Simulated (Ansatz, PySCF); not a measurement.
This Ansatz (a program for electronic structure) input computes a CCSD(T)/cc-pVDZ energy:

Ansatz 0.2 input:
```yaml
crystal:
  periodic: [false, false, false]
  atoms:
    - {symbol: C, position_ang: [-0.86779925, -0.02842753, -0.08465418]}
    - {symbol: O, position_ang: [-0.88803194, -1.05093051, 0.59213902]}
    - {symbol: O, position_ang: [0.14572903, 0.69139384, -0.44565963]}
    - {symbol: H, position_ang: [-1.80224265, 0.42334062, -0.47790280]}
    - {symbol: C, position_ang: [1.53606667, 0.43224451, 0.07324310]}
    - {symbol: H, position_ang: [1.59861714, -0.65948461, 0.19327966]}
    - {symbol: H, position_ang: [2.13244424, 0.68953549, -0.81874536]}
basis:
  gaussian:
    orbitals: cc-pVDZ
total_charge: -1
magnetization: {spin_polarized: false}
correlation: {method: ccsd_t, electrons: outside_noble_gas}
```

### Question
Write an input for the same energy in PySCF and say what it gives.

### Answer

```python
from pyscf import gto, scf, mp, cc as ccmod

mol = gto.M(
    atom='''
    C    -0.86779925   -0.02842753   -0.08465418
    O    -0.88803194   -1.05093051    0.59213902
    O     0.14572903    0.69139384   -0.44565963
    H    -1.80224265    0.42334062   -0.47790280
    C     1.53606667    0.43224451    0.07324310
    H     1.59861714   -0.65948461    0.19327966
    H     2.13244424    0.68953549   -0.81874536
    ''',
    basis='cc-pvdz',
    charge=-1,
    spin=0,
    verbose=4,
)

mf = scf.RHF(mol)
mf.conv_tol = 1e-10
mf.max_cycle = 100
mf.kernel()
mp2 = mp.MP2(mf, frozen=4).run()
cc = ccmod.CCSD(mf, frozen=4)
cc.max_cycle = 100
cc.kernel()
et = cc.ccsd_t()
print(f'E(CCSD(T)) = {cc.e_tot + et:.9f}')
```
It gives -227.81540 Eh, and Ansatz -227.81539 Eh, a difference of 0.01 mEh.

It need not be the lowest isomer of its formula. Whether it binds its extra electron was not tested at this geometry.
